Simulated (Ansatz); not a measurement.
A made-up structure of SiH$_{2}$F (charge -1), closed shell:

```
4
angstrom
F 1.0110 0.5921 -0.2858
Si -0.0697 -0.4134 -0.5224
H -1.1226 0.7465 -0.1704
H 0.1812 -0.9252 0.9786
```

It is relaxed with PBE-D4/def2-SVPD and then PBE0-D4/def2-TZVPD (Ansatz 0.2.0). Atoms count as bonded within 1.22 times the sum of their covalent radii (H–H: 0.88 Å). The end point is not checked to be a true minimum.

(1) Does its bonding change? (Judge from chemistry; the calculation decides.)

Results:

(1) Computed: No: no bond forms or breaks.

Where it ends: The first stage lowers the energy by 1.36 eV in 6 steps. It ends as SiH₂F ([F][SiH2]), total charge -1:
F1  (1.243, 0.685, -0.415)
Si2  (-0.073, -0.387, -0.479)
H3  (-1.188, 0.625, -0.085)
H4  (0.019, -0.923, 0.979)
(Å)

Labels in which every atom is bracketed show which atoms are joined, not bond orders.

For scale, one of the runs: PBE0-D4/def2-TZVPD relaxation, 101 basis functions, launched by `ansatz run in.yaml --threads 2 --pin off --events-out ev --progress --plain --max-ram 4352MiB`. The run took about 4.4 s on 2 CPU threads of an Intel Xeon Platinum 8488C (shared host).
